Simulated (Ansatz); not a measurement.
**SiNHO+ (doublet): the correlation ladder, def2-QZVPP**

One table from this session's results is given with a row withheld; the runs are named, their logs left out.

Method: def2-QZVPP, core rule «outside noble gas», up to 7 orbitals frozen; program: Ansatz 0.2.0, Gaussian basis.

To be run: UHF; ROHF; CCSD(T) on UHF.

2 further runs of the same task are left out: 2 set aside as unsound or not needed.

### The geometry

The geometry is a PBE0/def2-TZVP stationary point (not a proven minimum) of the parent state, kept for this charge and spin.

4 atoms, charge 1, spin multiplicity 2.

Atoms are counted from 1 here; the program's logs count them from 0.

Bond lengths: O1–N2 1.272 Å, N2–Si3 1.774 Å, N2–H4 1.026 Å. Angles: O1–N2–Si3 124.5°, O1–N2–H4 113.3°, Si3–N2–H4 122.2°.

Set-up of the first run:

Input file in.yaml:

```yaml
crystal:
  periodic: [false, false, false]
  atoms:
    - {symbol: O, position_ang: [0.000000, -0.337465, 1.530169]}
    - {symbol: N, position_ang: [0.000000, 0.447419, 0.529033]}
    - {symbol: Si, position_ang: [0.000000, -0.082561, -1.163926]}
    - {symbol: H, position_ang: [0.000000, 1.439714, 0.791361]}
basis:
  gaussian: {orbitals: "def2-QZVPP.json"}
total_charge: 1
magnetization: {spin_polarized: true, initial_magnetization: 1}
hamiltonian: {xc: hf}
output: {orbitals: {seedname: orbitals}}
```

The run is started by

```bash
ansatz run in.yaml --threads 1 --pin off --events-out ev --progress --plain --max-ram 2393MiB
```

Among the steps run: UHF; ROHF; CCSD(T) on UHF.

One of the session's tables, all rows but one given; the rest of the session is left out.

It belongs to the step «Misses and costs». 

| method | from UCCSD(T) (kJ/mol) |
| --- | --- |
| ROHF | +1474.9 |
| UHF | +1452.7 |
| UMP2 | ? |
| UCCSD | +64.1 |
| UCCSD(T) | 0 |

Estimate the missing values for UMP2.

As computed: from UCCSD(T) (kJ/mol): +127.9. In the column «from UCCSD(T) (kJ/mol)» it lies between UCCSD (+64.1) and UHF (+1452.7).
